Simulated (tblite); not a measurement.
Start geometry of `C(=[N])(C)OC` [radical] from a force field or distance geometry (Å):
```
atom  x, y, z in Å
C1     1.753    0.673    0.091
O2     0.323    0.648    0.291
C3    -0.336   -0.428   -0.177
C4    -1.810   -0.370    0.071
N5     0.276   -1.536   -0.884
H6     2.125    1.596    0.535
H7     2.223   -0.172    0.582
H8     1.978    0.692   -0.974
H9    -2.294   -1.268   -0.330
H10   -2.240    0.511   -0.387
H11   -1.992   -0.343    1.156
```

Question: What comes out of this run: tblite 0.8.0, GFN2-xTB geometry optimisation, gas phase?

Answer: 
```
atom  x, y, z in Å
C1     1.7299    0.6723    0.0895
O2     0.3286    0.6300    0.2864
C3    -0.2959   -0.4591   -0.2065
C4    -1.7938   -0.3932    0.0678
N5     0.1896   -1.4204   -0.8068
H6     2.0721    1.5981    0.5467
H7     2.2117   -0.1864    0.5641
H8     1.9698    0.6641   -0.9768
H9    -2.2861   -1.2710   -0.3376
H10   -2.1830    0.5092   -0.3970
H11   -1.9374   -0.3408    1.1441
```

The energy falls by 107.9 kJ/mol over 21 L-BFGS steps, the largest force on an atom goes from 8.00 to 0.009 eV/Å, and the atoms move by 0.063 Å rms after alignment. The bond that changes most is C3=N5 (ends: carbon bonded to C, N and O; nitrogen bonded to C), which shortens by 0.218 Å. Bonds longer at the end by more than 0.005 Å: 3 of 10; shorter: 4. Among the angles that change most is O2–C3–N5, from 125.0° to 128.7°. Rotational constants go from 9251, 4074, 2934 to 10703, 4141, 3102 MHz. The orientation of the end geometry is arbitrary; only internal coordinates are fixed.

Its GFN2-xTB frequencies are all real (lowest 82 cm⁻¹). 2 starts were optimised and ended at 0.00 and 0.03 kcal/mol (GFN2-xTB); the lowest of these is shown.

One conformer stands for the species.

The numbers are calculated, not measured.
